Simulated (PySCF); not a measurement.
Gas-phase reaction: 4 SiH2(NH2)2 + Si2N → 6 HSiNH2 + 3 NH2

Computed with PySCF (xtb for GFN2) and rigid-rotor harmonic-oscillator thermochemistry at 1 bar. † marks an energy on the PBE0/def2-TZVP geometry and frequencies; other levels use their own. Open shells (unrestricted): Si2N (multiplicity 2, electronic degeneracy 4), NH2 (multiplicity 2); the rest are closed-shell singlets. GFN2 has no spin-polarisation term. Spin-orbit splitting is ignored; it lowers the true energy and changes the entropy of Si2N. B3LYP is the form with VWN-RPA correlation. No R ln 2 is added for the mirror-image form of SiH2(NH2)2. SiH2(NH2)2, HSiNH2: computed as isolated molecules; such fragments, hydroxides, amides, oligomers or adducts are transient or little studied in the gas. The harmonic model lacks anharmonicity and excited electronic states, which grow with temperature; levels with a mode under 35 cm⁻¹ are left out. Internal rotation in SiH2(NH2)2, HSiNH2 is treated as a harmonic vibration of one conformer, which makes the entropy rough.

```
level               ΔE electronic, kJ  ΔH°(298 K), kJ  ΔS°(298 K), J/K  ΔG°(600 K), kJ
------------------  -----------------  --------------  ---------------  --------------
B3LYP/def2-TZVP†                 1387            1342              638             963
BLYP/def2-TZVP†                  1327            1282              638             903
GFN2-xTB                         1871            1813              659            1418
M06-2X/def2-TZVP†                1496            1452              638            1072
PBE/def2-SVP                     1372            1326              645             942
LDA/def2-TZVP†                   1651            1606              638            1227
ωB97M-V/def2-TZVP†               1442            1397              638            1018
ωB97X-V/def2-TZVP†               1476            1432              638            1052
```
ΔH° is lowest at BLYP/def2-TZVP† and highest at GFN2-xTB. No reference value is set beside these.
